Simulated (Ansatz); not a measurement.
Process, species as SMILES: N (NH3) + H+ → [NH4+]
B3LYP-D3(BJ)/def2-TZVP geometries, fixed; electronic energies without zero-point terms; positive where energy is released.
Largest species:
```xyz
5

N      0.0000     0.0000     0.0000
H      0.0143     0.9619    -0.3540
H      0.8334    -0.4977    -0.3293
H     -0.8403    -0.4774    -0.3416
H     -0.0074     0.0132     1.0249
```
Charge +1, spin multiplicity 1.

Core correlation in the proton affinity at CCSD(T) with Ansatz (a program for electronic structure), in kcal/mol: frozen core against all electrons. Core-valence sets carry the plain set on hydrogen. Costs are rough ratios of core time on shared machines of one kind.

```tsv
basis	functions, most	frozen core
cc-pVDZ	34	220.08
cc-pCVDZ	38	219.94
cc-pVTZ	86	214.77
cc-pCVTZ	99	214.64
cc-pwCVTZ	99	214.62
cc-pVQZ	175	212.95
cc-pwCVQZ	204	212.90
cc-pCVQZ	204	212.91
```

How large is the core term in each set?

The largest core-valence set, cc-pCVQZ, gives a core term of 0.12 kcal/mol; the valence set cc-pVQZ, which lacks functions for the core, gives 0.39. By row: cc-pVDZ 0.13, cc-pCVDZ 0.12, cc-pVTZ 0.85, cc-pCVTZ 0.12, cc-pwCVTZ 0.11, cc-pVQZ 0.39, cc-pwCVQZ 0.12, cc-pCVQZ 0.12.
